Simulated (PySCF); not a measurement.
## How good is the calculation?

Mapped SMILES: `[F:1]/[CH:2]=[CH:3]\[F:4]`. Each H is labelled by its parent atom.

Published values to compare with: δ ¹⁹F F1/F4 -165.0 ppm (measured; G. Saielli, R. Bini, A. Bagno, Computational 19F NMR. 2. Organic compounds, RSC Adv. 2014, ESI (exp. from Berger-Braun-Kalinowski 1994 and Everett 1995)).
σ ¹⁹F F1/F4 370.7 ppm (CCSD(T)/13s9p4d3f; gas (isolated, no vibration); M. E. Harding, PhD thesis, Mainz 2008 (Harding, Lenhart, Auer, Gauss, JCP 2008, 128, 244111)).
δ ¹⁹F F1/F4 -160.6 ppm (CCSD(T)/cc-pVQZ; gas (isolated, no vibration); M. Maurer, PhD thesis, LMU Munich (Maurer, Ochsenfeld, JCTC 2015 SI; set of Flaig et al., JCTC 2014, 10, 572)).
σ ¹⁹F F1/F4 361.4 ppm (CCSD(T)/13s9p4d3f + vibration and temperature (MP2); gas, 300 K; M. E. Harding, PhD thesis, Mainz 2008 (Harding, Lenhart, Auer, Gauss, JCP 2008, 128, 244111)). Coupling constants: ²J(C3,F1) 5.9 Hz, ³J(F1,F4) -18.7 Hz.

PySCF 2.14 calculation with shieldings: GIAO PBE0/pcSseg-1, couplings computed with B3LYP/pcJ-1 and GFN2-xTB geometry; equivalent nuclei averaged, isolated molecule, relativity neglected, single conformer.

(1) How close does the calculation come?

(2) How far are the unscaled ¹⁹F shifts from the references?

(3) How far are the unscaled ¹⁹F shieldings from the references?

Answers

(1) 
Reference values: measured (G. Saielli, R. Bini, A. Bagno, Computational 19F NMR. 2. Organic compounds, RSC Adv. 2014, ESI (exp. from Berger-Braun-Kalinowski 1994 and Everett 1995)).
```
atoms        quantity  reference  computed  computed, scaled
F1/F4  δ ¹⁹F vs CFCl3     -165.0    -165.2            -157.3
```

Reference values: CCSD(T)/13s9p4d3f (gas (isolated, no vibration); M. E. Harding, PhD thesis, Mainz 2008 (Harding, Lenhart, Auer, Gauss, JCP 2008, 128, 244111)).
```json
{"atoms": "F1/F4", "quantity": "σ ¹⁹F", "reference": "370.7", "computed": "336.1"}
```

Reference values: CCSD(T)/cc-pVQZ (gas (isolated, no vibration); M. Maurer, PhD thesis, LMU Munich (Maurer, Ochsenfeld, JCTC 2015 SI; set of Flaig et al., JCTC 2014, 10, 572)).
| atoms | quantity | reference | computed | computed, scaled |
| --- | --- | --- | --- | --- |
| F1/F4 | δ ¹⁹F vs CFCl3 (same level) | -160.6 | -165.2 | -157.3 |

Reference values: CCSD(T)/13s9p4d3f + vibration and temperature (MP2) (gas, 300 K; M. E. Harding, PhD thesis, Mainz 2008 (Harding, Lenhart, Auer, Gauss, JCP 2008, 128, 244111)).
| atoms | quantity | reference | computed |
| --- | --- | --- | --- |
| F1/F4 | σ ¹⁹F | 361.4 | 336.1 |

Absolute shieldings are compared as such; zero-point and thermal motion, absent here, lowers them by some tenths of a ppm for H, a few ppm for C and up to about 10 ppm for F.

Computed shifts are σ(ref) − σ with the named reference compound (TMS for H and C) calculated as an isolated molecule at the same level. The measured values may be among those fitted. Shieldings were converted by a linear fit to measured shifts: ¹⁹F (scatter 6.0 ppm rms, 7.0 ppm with the 5 outliers that the fit left out vs CFCl3, solution or neat liquid, with a term for F on sp3 carbon). Occasional misses reach two or three times the rms, and more in compound classes unlike the fitted ones.

Coupling constants in Hz:
| coupling | reference | computed | source |
| --- | --- | --- | --- |
| ²J(C3,F1) | 5.9 | 5.7 | measured; Jessen and Sauer, arXiv:2312.00705 |
| ³J(F1,F4) | -18.7 | -3.2 | measured; Jessen and Sauer, arXiv:2312.00705 |

(2) Mean signed difference -2.40 ppm, mean absolute 2.40 ppm over 2 comparisons; the largest is -4.6 ppm at F1/F4 (vinylic fluorine).

(3) Mean signed difference -29.95 ppm, mean absolute 29.95 ppm over 2 comparisons; the largest is -34.6 ppm at F1/F4 (vinylic fluorine).

6 of the 10 published NMR values on file for this molecule are compared. The rest: other calculations.
